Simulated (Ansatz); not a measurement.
# CH2SSi: the cost of one run

Program: Ansatz 0.2.0, Gaussian basis. Level of theory: single points in def2-TZVPP. These are calculated values, not measurements.

Correlated methods freeze the cores.

1 further run of the same task is left out (it didn't finish).

### Step 1. Where the work starts

5 atoms, charge 0, spin multiplicity 1.

Atoms are counted from 1 here; the program's logs count them from 0.

Bond lengths: Si1–C2 1.742 Å, Si1–H4 1.515 Å, C2–S3 1.798 Å, S3–H5 1.340 Å. Angles: C2–Si1–H4 172.2°, Si1–C2–S3 117.6°, C2–S3–H5 92.2°.

Geometry (Å):

```
Si   -1.30711   -0.00104   -0.54773
C     0.08501    0.53242    0.35349
S     1.54004   -0.52333    0.33903
H    -2.62925   -0.36198   -1.19288
H     2.25023    0.35788    1.05627
```

### Step 2. PBE-D4/def2-TZVPP

The input, run/in.yaml:

```yaml
crystal:
  periodic: [false, false, false]
  atoms:
    - {symbol: Si, position_ang: [-1.307108, -0.001042, -0.547729]}
    - {symbol: C, position_ang: [0.085006, 0.532422, 0.353487]}
    - {symbol: S, position_ang: [1.540043, -0.523329, 0.339031]}
    - {symbol: H, position_ang: [-2.629248, -0.361978, -1.192883]}
    - {symbol: H, position_ang: [2.250235, 0.357883, 1.056274]}
basis:
  gaussian: {orbitals: def2-TZVPP}
hamiltonian: {xc: pbe, dispersion: d4}
output: {forces: true}
```

Command:

```
> ansatz run in.yaml --threads 2 --pin off --events-out ev --progress --plain --max-ram 3481MiB
```

Q: Estimate wall time and peak memory on 2 threads of Intel Xeon 6975P-C, shared host.

About 1.1 s, with a peak of 0.16 GiB.
